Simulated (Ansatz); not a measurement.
Ideal-gas functions of `COC(Cl)Cl` at 400 K and 1 bar, from an Ansatz frequency run at PBE0-D4/def2-TZVP.

Molar mass 114.96 g/mol, point group C1 (symmetry number 1), electronic degeneracy 1, moments of inertia 138.03, 195.428, 319.136 u Å². Harmonic wavenumbers (cm⁻¹, unscaled): 112, 182, 252, 272, 415, 437, 702, 838, 1022, 1164, 1174, 1225, 1253, 1339, 1471, 1480, 1499, 3032, 3090, 3109, 3173.

Use S(trans) = R[1.5 ln M + 2.5 ln T − 1.1517]; rotational temperatures θ = 24.2544 K / I; S(rot) = R[ln(√π/σ · √(T³/θAθBθC)) + 1.5]; for each mode x = 1.438777 ν̃/T, S = R[x/(eˣ − 1) − ln(1 − e⁻ˣ)] and H = RT x/(eˣ − 1); 1 cm⁻¹ = 0.0119627 kJ/mol; R = 8.31446 J/(mol·K).

Q: By hand: the entropy, in J/(mol·K).

A: Translation 174.1. Rotation: θ = 0.1757, 0.1241, 0.076 K, giving 118.6. Vibration, mode by mode: 15.93, 11.98, 9.41, 8.82, 5.71, 5.36, 2.52, 1.71, 1.01, 0.66, 0.65, 0.55, 0.51, 0.39, 0.26, 0.26, 0.24, 0.00, 0.00, 0.00, 0.00, in all 66.0. Electronic 0.0. Sum 358.7 J/(mol·K).

Q: By hand: H − E and G − E in kJ/mol, counted from the electronic energy.

A: Zero-point energy ½ × 27241 × 0.0119627 = 162.9; thermal vibration 14.6; translation, rotation and pV give 4 RT = 13.3. H − E = 190.8 kJ/mol, and G − E = 190.8 − 400 × 358.7/1000 = 47.3 kJ/mol.

Vibration gives 18 % of the entropy, 15.9 J/(mol·K) of it from the mode under 150 cm⁻¹: soft modes count most, and the harmonic formula is weakest for them. The sum counts one conformer and one mirror image; others add a mixing term.
